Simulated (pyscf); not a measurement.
Optimised with ωB97X-D3(BJ)/def2-SVP in PySCF.

Q: `[O]=[Ta]([Cl])[Cl]` [doublet] + `[OH2]` -> `[OH][Ta]([OH])([Cl])[Cl]` [doublet]
Surface: doublet. Broken: H–O. Formed: H–O, O–Ta. Give ΔE‡ and ΔE from r²SCAN/def2-TZVP, relative to the separated reactants.

A: ΔE‡ = -0.14 eV, ΔE = -1.52 eV. ωB97M-D3(BJ)/def2-TZVP gives -0.03 eV and -1.57 eV. Zero-point energy shifts the barrier by -0.02 eV. It is an addition across a multiple bond or ene-type step, with an imaginary mode of 1623i cm⁻¹. On the reactant side the descent ends in an adduct with a O–Ta contact, 1.05 eV under the separated species and 0.91 eV under the saddle at ωB97X-D3(BJ)/def2-TZVP. On the product side the descent ends in a point that may be a rotor saddle (no frequency run), 0.08 eV over the lowest minimum found and 1.48 eV under the saddle at ωB97X-D3(BJ)/def2-TZVP. At r²SCAN the saddle lies under the separated reactants, which points to a path from their complex (located at ωB97X-D3(BJ) alone). What is counted as formed (O–Ta) is already present as a longer contact in the reactant adduct; forming that adduct is a step of its own. At the saddle there is also a short H–Ta contact that neither side keeps. At ωB97X-D3(BJ)/def2-TZVP the barrier from the zero used here is -0.13 eV. This is the saddle that the search found; another between the same sides may lie lower. Open-shell species with a d-block atom are single-reference here; other states, and whether the spin sits on metal or ligand, were not checked. Elements past Kr carry the def2 core potentials, without spin-orbit coupling.
